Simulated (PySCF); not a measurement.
Compound: C5H9N.
Atom-mapped SMILES: `[CH3:1][C:2]1=[CH:3][CH2:4][NH:5][CH2:6]1` (hydrogens: H7, H8, H9 on C1; H10 on C3; H11, H12 on C4; H13 on N5; H14, H15 on C6)

Geometry (GFN2-xTB, Å), atoms numbered from 1 in this order:
```
atom  x, y, z in Å
C1     2.065   -0.171   -0.020
C2     0.579   -0.135    0.016
C3    -0.292   -1.130   -0.068
C4    -1.698   -0.605    0.054
N5    -1.576    0.850   -0.081
C6    -0.174    1.166    0.201
H7     2.424   -1.192   -0.116
H8     2.471    0.263    0.894
H9     2.439    0.416   -0.859
H10   -0.081   -2.177   -0.181
H11   -2.098   -0.833    1.052
H12   -2.382   -1.025   -0.685
H13   -1.790    1.114   -1.037
H14    0.197    1.971   -0.437
H15   -0.089    1.497    1.246
```

A PySCF run (density fitting, gas phase, GFN2-xTB geometry) gave HOMO -6.43 eV, LUMO 0.27 eV, dipole 1.47 D.

Task: Which of these levels was it?
A. PBE0/6-31G-J
B. mPW1PW91/def2-SVPD
C. PBE0/6-311+G(2d,p)

Result: C. It is PBE0/6-311+G(2d,p). All candidates on this geometry:

```
                                                        level and settings           kind  basis functions  SCF cycles     E (Eh)  HOMO (eV)  LUMO (eV)  dipole (D)
PBE0/6-311+G(2d,p), level shift 0.2 Eh, fitting basis def2-universal-jkfit  global hybrid              216          11  -250.4415      -6.43       0.27        1.47
                                                              PBE0/6-31G-J  global hybrid              108          13  -250.3399      -5.97       1.09        1.74
                                                        mPW1PW91/def2-SVPD  global hybrid              192          12  -250.4501      -6.46       0.64        1.43
```

The nearest other candidate, by the summed differences of HOMO and LUMO, is mPW1PW91/def2-SVPD: its HOMO differs by -0.03 eV and its LUMO by +0.37 eV. Cycle counts include a coarse-grid stage where the run had one. All basis functions are spherical, in the Pople sets too.
